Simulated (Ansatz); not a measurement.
## How close CCSD(T) comes to the exact answer in a basis

Each species is computed at the geometry given (Å), with frozen cores, in Ansatz 0.2.0: RHF-CCSD(T) for singlets, UHF-CCSD(T) otherwise, and full CI in the same basis. The program picks the determinant by a search with trial CCSD, so it needn't be the lowest Hartree–Fock solution. States: H3S⁺ triplet A1, NS⁺ singlet Σ⁺, BeSe singlet Σ⁺. Cases whose determinant has another symmetry than full CI's state, or lies over 0.5 eV above the lowest of its kind, whose (Q) step broke down or whose higher cluster runs on it stay over 0.1 eV above full CI weren't drawn. No relativity is included.

Q: Judging by size, spin and bonding and the diagnostics given, rank them by the size of CCSD(T)'s error in total energy against full CI in the same basis, smallest first (an estimate).
A. BeSe, singlet, 6-31G: Se 0.000 0.000 0.000; Be 0.000 0.000 1.868. T1 0.042, (T) -156 meV in a correlation energy of -2.62 eV
B. NS⁺, singlet, 6-31G: N 0.000 0.000 0.000; S 0.000 0.000 1.158. T1 0.010, (T) -110 meV in a correlation energy of -4.70 eV
C. H3S⁺, triplet, 6-31G: S 0.000 -0.132 0.000; H 0.000 4.450 0.000; H 0.000 -0.130 1.520; H 0.000 -0.130 -1.520. T1 0.011, (T) -17 meV in a correlation energy of -1.66 eV

A: C (5.9 meV), A (25.7 meV), B (37.5 meV).

```
      species  basis  correlated electrons  CCSD(T) − full CI (meV)  CCSDT(Q) − full CI (meV)  unpaired electrons (full CI)     T1  ⟨S²⟩ of the determinant
H3S⁺, triplet  6-31G                     8                      5.9                      -0.1                          2.03  0.011                     2.01
BeSe, singlet  6-31G                     8                     25.7                      -8.6                          0.09  0.042                     0.00
 NS⁺, singlet  6-31G                    10                     37.5                      -0.7                          0.06  0.010                     0.00
```

Unpaired electrons are Σ n²(2−n)² over natural occupations; an open shell counts its own unpaired electrons too. Frozen cores follow each run's orbitals, which moves totals by a few meV. RHF is unstable for BeSe, singlet in 6-31G: UHF reaches ⟨S²⟩ = 1.01.
